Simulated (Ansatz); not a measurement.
# NH3 (ammonia): levels of theory compared

Wanted: a comparison of 6 runs (HF/3-21G, B3LYP/6-31G*, CAM-B3LYP/def2-TZVPPD, RPA@PBE0/def2-TZVPPD, MP2/def2-TZVPPD, CCSD(T)/def2-TZVPPD) of NH3 (ammonia). 

Program for the calculation: Ansatz 0.2.0.

29 further runs of the same task are left out: 29 set aside as unsound or not needed.

## (1) The molecule

NH3: 4 atoms, total charge 0, spin state singlet. As SMILES, `N`. The N1–H4 distance was set to 1.519 Å, away from the relaxed value. At this shape a bond of the SMILES string is far longer than usual.

Bond lengths: N1–H2 1.013 Å, N1–H3 1.013 Å. Angles: H2–N1–H3 107.1°. A long bond or contact: N1–H4 1.519 Å.

## (2) The energy at HF/3-21G (run 1)

input.yaml

```yaml
crystal:
  periodic: [false, false, false]
  atoms:
    - {symbol: N, position_ang: [-0.338349, 0.197060, 0.537033]}
    - {symbol: H, position_ang: [0.222031, -0.354230, 1.175283]}
    - {symbol: H, position_ang: [-1.155919, -0.354350, 0.307193]}
    - {symbol: H, position_ang: [0.466920, 0.354280, -0.741200]}
basis:
  gaussian:
    orbitals: 3-21G.json
hamiltonian:
  xc: hf
output: {orbitals: {seedname: orbitals}}
accuracy: high
magnetization:
  spin_polarized: false
  initial_magnetization: 0
```

The basis set 3-21G is read from a file made from the Basis Set Exchange's data (not shown).

Launch:

```bash
ansatz run input.yaml --threads 1 --pin off --max-ram 3480MiB --events-out events.jsonl --progress --plain --runs-dir runs
```

Output:

```text
Warning: RAYON_NUM_THREADS=1 ignored (pool sized by the plan → 1); use --threads N
Functional definition: HF
  name "HF"
  exchange = exact_x
  correlation = 0
290 factors; integrals over basis functions are off by at most 1.8e-9 eV
mean field evaluation 1: about -1516.4125 eV, gradient 2.3e1 eV
mean field evaluation 2: about -1516.4106 eV, gradient 2.3e1 eV
mean field evaluation 4: about -1517.8114 eV, gradient 1.6e0 eV
mean field evaluation 8: about -1517.8264 eV, gradient 7.0e-2 eV
mean field evaluation 16: about -1517.8265 eV, gradient 2.0e-8 eV
mean field -1517.82651059 eV, -55.7790954442 hartree, gradient 2.0e-8 eV, S^2 0.000000; 0 other end points of the search recorded, 0 dependent functions left out
reference -1517.82651059 eV, -55.7790954442 hartree; 5, 5 occupied and 10, 10 virtual orbitals, 290 factors
Total energy: -1517.82651059 eV, -55.7790954442 hartree
```

Wall time 0.08 s (1 thread of Arm Neoverse V1, shared host).

## (3) The energy at B3LYP/6-31G(d) (Cartesian functions) (run 2)

in.yaml

```yaml
crystal:
  periodic: [false, false, false]
  atoms:
    - {symbol: N, position_ang: [-0.338349, 0.197060, 0.537033]}
    - {symbol: H, position_ang: [0.222031, -0.354230, 1.175283]}
    - {symbol: H, position_ang: [-1.155919, -0.354350, 0.307193]}
    - {symbol: H, position_ang: [0.466920, 0.354280, -0.741200]}
basis:
  gaussian: {orbitals: "6-31G*"}
hamiltonian: {xc: {name: B3LYP}}
accuracy: high
output: {orbitals: {seedname: orbitals}}
```

Launch:

```bash
ansatz run in.yaml --threads 1 --pin off --max-ram 3480MiB --events-out events.jsonl --progress --plain --runs-dir runs
```

Output:

```text
Warning: RAYON_NUM_THREADS=1 ignored (pool sized by the plan → 1); use --threads N
Functional definition: B3LYP
  name "B3LYP"
  parameter a0 = 0.2
  parameter ax = 0.72
  parameter ac = 0.81
  exchange = (1 - a0 - ax)*slater_x + ax*b88_x + a0*exact_x
  correlation = (1 - ac)*vwn_rpa_c + ac*lyp_c
404 factors; integrals over basis functions are off by at most 4.6e-9 eV
mean field evaluation 1: about -1530.6409 eV, gradient 5.2e1 eV
mean field evaluation 2: about -1519.6002 eV, gradient 7.8e1 eV
mean field evaluation 4: about -1536.5495 eV, gradient 1.5e0 eV
mean field evaluation 8: about -1536.5546 eV, gradient 5.2e-3 eV
mean field evaluation 16: about -1536.5546 eV, gradient 7.3e-8 eV
mean field -1536.55455299 eV, -56.4673383084 hartree, gradient 7.3e-8 eV, S^2 0.000000; 0 other end points of the search recorded, 0 dependent functions left out
reference -1536.55457552 eV, -56.4673391363 hartree; 5, 5 occupied and 16, 16 virtual orbitals, 404 factors
Total energy: -1536.55457552 eV, -56.4673391363 hartree
```

Run time: 0.58 s. Hardware: 1 thread of Arm Neoverse V1, shared host.

Run 3 isn't shown in full; the table further down has it.

## (4) The energy at RPA@PBE0/def2-TZVPPD (run 4)

job.yaml

```yaml
crystal:
  periodic: [false, false, false]
  atoms:
    - symbol: "N"
      position_ang: [-0.338349, 0.197060, 0.537033]
    - symbol: H
      position_ang: [0.222031, -0.354230, 1.175283]
    - symbol: H
      position_ang: [-1.155919, -0.354350, 0.307193]
    - symbol: H
      position_ang: [0.466920, 0.354280, -0.741200]
basis:
  gaussian: {orbitals: def2-TZVPPD.json}
correlation: {method: rpa, frozen_orbitals: {H: 0, "N": 1}}
hamiltonian: {xc: {name: PBE0}}
accuracy: high
```

The basis set def2-TZVPPD is read from a file made from the Basis Set Exchange's data (not shown).

Launch:

```bash
ansatz run job.yaml --threads 1 --pin off --max-ram 3480MiB --events-out events.jsonl --progress --plain --runs-dir runs
```

Output:

```text
Warning: RAYON_NUM_THREADS=1 ignored (pool sized by the plan → 1); use --threads N
Functional definition: PBE0
  name "PBE0"
  parameter a = 0.25
  parameter kappa = 0.804
  parameter beta = 0.06672455060314922
  exchange = (1 - a)*pbe_x(kappa = kappa, mu = beta*pi^2/3) + a*exact_x
  correlation = pbe_c(beta = beta)
1426 factors; integrals over basis functions are off by at most 2.8e-9 eV
mean field evaluation 1: about -1529.0460 eV, gradient 5.5e1 eV
mean field evaluation 2: about -1529.0457 eV, gradient 5.5e1 eV
mean field evaluation 4: about -1535.4127 eV, gradient 7.1e0 eV
mean field evaluation 8: about -1535.5681 eV, gradient 4.2e-2 eV
mean field evaluation 16: about -1535.5681 eV, gradient 5.4e-7 eV
mean field -1535.56813692 eV, -56.4310881863 hartree, gradient 3.9e-8 eV, S^2 0.000000; 0 other end points of the search recorded, 0 dependent functions left out
1 core orbitals not correlated: weight in the atoms' cores, before any rotation towards them, 1.000 or more for the frozen orbitals, at most 0.000 for the correlated occupied ones
reference -1527.04227016 eV, -56.1177683619 hartree; 4, 4 occupied and 83, 83 virtual orbitals, 1426 factors
Total energy: -1537.20258976 eV, -56.4911532202 hartree
```

Run time: 4.5 s. Hardware: 1 thread of Arm Neoverse V1, shared host; peak memory 0.23 GiB.

Run 5 isn't shown in full; the table further down has it.

## (5) A single-point energy at CCSD(T)/def2-TZVPPD (run 6)

molecule.yaml

```yaml
crystal:
  periodic: [false, false, false]
  atoms:
    - symbol: "N"
      position_ang: [-0.338349, 0.197060, 0.537033]
    - symbol: H
      position_ang: [0.222031, -0.354230, 1.175283]
    - symbol: H
      position_ang: [-1.155919, -0.354350, 0.307193]
    - symbol: H
      position_ang: [0.466920, 0.354280, -0.741200]
basis:
  gaussian:
    orbitals: def2-TZVPPD.json
correlation:
  method: ccsd_t
  frozen_orbitals: {H: 0, "N": 1}
accuracy: high
scf:
  omitted_lower_state_checks: [cluster_reference, increment]
```

The basis set def2-TZVPPD is read from a file made from the Basis Set Exchange's data (not shown).

Launch:

```bash
ansatz run molecule.yaml --threads 1 --pin off --max-ram 3480MiB --events-out events.jsonl --progress --plain --runs-dir runs
```

Output:

```text
Warning: RAYON_NUM_THREADS=1 ignored (pool sized by the plan → 1); use --threads N
[... 4 set-up lines as earlier in the session ...]
these checks for a lower state are left out or cut short: cluster_reference, increment
1426 factors; integrals over basis functions are off by at most 2.8e-9 eV
mean field evaluation 1: about -1524.9759 eV, gradient 3.0e1 eV
mean field evaluation 2: about -1524.9757 eV, gradient 3.0e1 eV
mean field evaluation 4: about -1527.1658 eV, gradient 2.1e0 eV
mean field evaluation 8: about -1527.1971 eV, gradient 3.0e-4 eV
mean field -1527.19709794 eV, -56.1234581777 hartree, gradient 7.7e-8 eV, S^2 0.000000; 0 other end points of the search recorded, 0 dependent functions left out; unrestricted orbitals would lower it
1 core orbitals not correlated: weight in the atoms' cores, before any rotation towards them, 1.000 or more for the frozen orbitals, at most 0.000 for the correlated occupied ones
reference -1527.19709794 eV, -56.1234581777 hartree; 4, 4 occupied and 83, 83 virtual orbitals, 1426 factors
second order -6.73476853 eV of doubles, -0.00000000 eV of singles
cycle   1  -6.87077992 eV  change   -1.4e-1 eV  update   6.4e-2
cycle   2  -7.09571213 eV  change   -2.2e-1 eV  update   2.4e-2
cycle   3  -7.15346943 eV  change   -5.8e-2 eV  update   1.1e-2
cycle   4  -7.15106759 eV  change    2.4e-3 eV  update   2.6e-3
cycle   5  -7.15215469 eV  change   -1.1e-3 eV  update   1.2e-3
cycle   6  -7.15235530 eV  change   -2.0e-4 eV  update   6.4e-4
cycle   7  -7.15228191 eV  change    7.3e-5 eV  update   3.0e-4
cycle   8  -7.15239535 eV  change   -1.1e-4 eV  update   9.9e-5
cycle   9  -7.15237659 eV  change    1.9e-5 eV  update   2.5e-5
cycle  10  -7.15236910 eV  change    7.5e-6 eV  update   7.6e-6
cycle  11  -7.15237597 eV  change   -6.9e-6 eV  update   2.8e-6
cycle  12  -7.15237516 eV  change    8.2e-7 eV  update   9.1e-7
cycle  13  -7.15237581 eV  change   -6.5e-7 eV  update   3.5e-7
cycle  14  -7.15237573 eV  change    7.6e-8 eV  update   1.2e-7
cycle  15  -7.15237574 eV  change   -1.0e-8 eV  update   5.7e-8
cycle  16  -7.15237575 eV  change   -1.1e-8 eV  update   3.4e-8
cycle  17  -7.15237576 eV  change   -1.2e-8 eV  update   2.7e-8
cycle  18  -7.15237577 eV  change   -6.7e-9 eV  update   1.8e-8
cycle  19  -7.15237550 eV  change    2.7e-7 eV  update   1.2e-7
cycle  20  -7.15237552 eV  change   -2.0e-8 eV  update   2.7e-8
cycle  21  -7.15237550 eV  change    2.1e-8 eV  update   1.1e-8
cycle  22  -7.15237550 eV  change   -1.1e-9 eV  update   3.4e-9
cycle  23  -7.15237550 eV  change  -8.7e-10 eV  update  9.4e-10
cycle  24  -7.15237550 eV  change  -2.6e-10 eV  update  3.0e-10
perturbative correction -0.27912830 eV, -0.0102577759 hartree
Total energy: -1534.62860174 eV, -56.3965609052 hartree
Checks for a lower state left out: cluster_reference, increment
```

Wall time 5.7 s (1 thread of Arm Neoverse V1, shared host); peak memory 0.52 GiB.

## (6) All runs side by side

| run | level | Cartesian functions | frozen core orbitals | energy (Eh) | wall time |
| --- | --- | --- | --- | --- | --- |
| 1 | HF/3-21G | no | – | -55.779095 | 0.08 s |
| 2 | B3LYP/6-31G* (Cartesian functions) | yes | – | -56.467339 | 0.58 s |
| 3 | CAM-B3LYP/def2-TZVPPD | no | – | -56.473069 | 2.7 s |
| 4 | RPA@PBE0/def2-TZVPPD | no | 1 | -56.491153 | 4.5 s |
| 5 | MP2/def2-TZVPPD | no | 1 | -56.370956 | 1.2 s |
| 6 | CCSD(T)/def2-TZVPPD | no | 1 | -56.396561 | 5.7 s |

## (7) Results

| quantity | value |
| --- | --- |
| run 6: total energy | -56.39656 Eh |
| run 6: correlation energy (1 core orbital frozen) | -273.1 mEh |
| run 6: (T) correction | -10.26 mEh |
| run 6: T1 diagnostic | 0.014 |

What this shows: Over runs 1, 2, 3 the HOMO–LUMO gap runs from 6.12 eV (B3LYP/6-31G*) to 15.13 eV (HF/3-21G). The two ends differ in method and basis. Totals of different functionals can't be ranked against each other. In runs 5, 6 the log says that unrestricted orbitals would lower the reference, so the values rest on an unstable closed-shell determinant (other closed-shell runs at this shape may share the fault). All runs together took 15 s, the longest 5.7 s.
